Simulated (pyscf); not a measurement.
Single points on ωB97X-D3(BJ)/def2-SVP structures (PySCF, gas phase).

Task: For the elementary gas-phase step HO–Ga(OH)–OH (SMILES [OH][Ga]([OH])[OH]) + NH₃ (SMILES N) → H₂O (SMILES O) + H₂N–Ga(OH)–OH (SMILES [NH2][Ga]([OH])[OH]) (singlet surface; Ga–O, H–N broken, H–O, Ga–N formed), what barrier and reaction energy does ωB97M-D3(BJ)/def2-TZVP give, measured from the separated reactants?

Result: ΔE‡ = -0.15 eV, ΔE = +0.27 eV. Zero-point energy shifts the barrier by -0.02 eV. It is a four-centre exchange, with an imaginary mode of 1037i cm⁻¹. On the reactant side the descent ends in an adduct with a Ga–N contact, 1.19 eV under the separated species and 0.99 eV under the saddle at ωB97X-D3(BJ)/def2-TZVP. On the product side the descent ends in an adduct with a Ga–O contact, 0.71 eV under the separated species and 0.25 eV under the saddle at ωB97X-D3(BJ)/def2-TZVP. At ωB97M-D3(BJ) the saddle lies under the separated reactants, which points to a path from their complex (located at ωB97X-D3(BJ) alone). At ωB97M-D3(BJ) the saddle lies under the separated products, which points to a path from their complex (located at ωB97X-D3(BJ) alone), and parting the products costs more than the saddle. What is counted as formed (Ga–N) is already present as a longer contact in the reactant adduct; forming that adduct is a step of its own. What is counted as broken (Ga–O) persists as a longer contact in the product adduct; parting that adduct is a step of its own. This is the saddle that the search found; another between the same sides may lie lower. Elements up to Kr have no core potential and no relativistic terms here.
